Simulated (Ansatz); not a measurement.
Geometry optimisation, UKS BHLYP-D4/def2-SVPD in Ansatz.

input.yaml

```yaml
crystal:
  periodic: [false, false, false]
  atoms:
    - { symbol: B, position_ang: [-0.1514, -0.2942, 0.6727] }
    - { symbol: O, position_ang: [0.0795, 0.8305, -0.2773] }
    - { symbol: H, position_ang: [-0.8777, -1.1754, 0.3021] }
    - { symbol: H, position_ang: [0.75179, -0.04543, 1.37361] }
magnetization:
  spin_polarized: true
  initial_magnetization: 1
basis:
  gaussian: { orbitals: def2-SVPD }
hamiltonian:
  xc: { name: BHLYP }
  dispersion: d4
relax:
  f_tol: 0.02
  max_steps: 50
```

Command:

```bash
$ ansatz run input.yaml --threads 1 --pin off --max-ram 2048MiB --backend cpu --events-out ev --progress --plain --runs-dir out
```

**Question.** Where does it end, and by what steps?

**Answer.** The forces met the threshold. After 6 steps the energy has fallen by 0.933 eV; B1 moved furthest, 0.19 Å.

```json
{"step": "0", "energy less start (eV)": "0.0000", "largest force component (eV/Å)": "4.839", "accepted": "yes"}
{"step": "1", "energy less start (eV)": "-0.5455", "largest force component (eV/Å)": "3.865", "accepted": "yes"}
{"step": "2", "energy less start (eV)": "-0.8882", "largest force component (eV/Å)": "1.509", "accepted": "yes"}
{"step": "3", "energy less start (eV)": "-0.9323", "largest force component (eV/Å)": "0.148", "accepted": "yes"}
{"step": "4", "energy less start (eV)": "-0.9327", "largest force component (eV/Å)": "0.042", "accepted": "yes"}
{"step": "5", "energy less start (eV)": "-0.9329", "largest force component (eV/Å)": "0.032", "accepted": "yes"}
{"step": "6", "energy less start (eV)": "-0.9329", "largest force component (eV/Å)": "0.001", "accepted": "yes"}
```

```xyz
4
Properties=species:S:1:pos:R:3
B -0.051 -0.198 0.541
O -0.012 0.764 -0.319
H -0.835 -1.094 0.367
H 0.700 -0.157 1.482
```

Whether the end is a true minimum wasn't checked by a vibrational analysis.

The run took 12 s on 1 thread of Arm Neoverse V1, on a shared host, peak memory 0.12 GiB.
